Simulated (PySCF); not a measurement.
## Gas-phase XPS of `N[SiH2]S`, computed

Species: H5NSSi.
Z-matrix (Å and degrees, PBE0-D3(BJ)/def2-SVP geometry), rows numbered from 1:
```
N 
Si  1  1.7191
S   2  2.1469  1  110.67
H   1  1.0123  2  121.45  3   145.51
H   1  1.0127  2  122.31  3   -57.39
H   2  1.4962  1  117.07  3   115.60
H   2  1.4928  1  105.46  3  -123.25
H   3  1.3517  2   94.48  1   -52.99
```

Computed, not measured: PySCF, delta-SCF UKS SCAN, pcX-2 on the ionised atom, pcseg-1 elsewhere, spin-free X2C. Each binding energy is the total energy of the core-ionised species, with the hole localised on one atom, minus that of the ground state; both are solved self-consistently, so orbital relaxation is included.

What binding energy does each computed site have?

| atom(s) | environment | level | binding energy (eV) | 2p1/2 (eV) | count |
| --- | --- | --- | --- | --- | --- |
| Si2 | SiH2 silicon | Si 2p3/2 | 107.36 | 107.99 | 1 |
| N1 | silicon-bound nitrogen | N 1s | 404.93 | – | 1 |
| Si2 | SiH2 silicon | Si 1s | 1847.31 | – | 1 |
| S3 | sulfur bonded to Si and H | S 1s | 2476.97 | – | 1 |

Which photon energy gives electrons from Si 2p3/2 of Si2 a kinetic energy of 20 eV, and what is their de Broglie wavelength?

hν = 107.36 + 20 = 127.36 eV, recoil neglected; λ = 12.264 Å/√(E/eV) = 2.74 Å.

Not every level is listed. For 2p shells one spin-free hole was relaxed; a mean-field spin–orbit operator and the ground-state splitting of the three 2p orbitals were then diagonalised within the shell. The shell's mean is (2 × 2p3/2 + 2p1/2)/3, and the degeneracies 2j + 1 give areas of 2:1. 2p1/2 minus 2p3/2 (ligand field included): Si 0.63 eV. The structure is a single PBE0-D3(BJ)/def2-SVP conformer in the gas phase; no vibrational or solvent corrections.

Time: 25 s; peak memory 0.39 GiB. Hardware: one thread, Arm Neoverse N1 (aarch64), shared host with 64 logical CPUs at a one-minute load of 60.
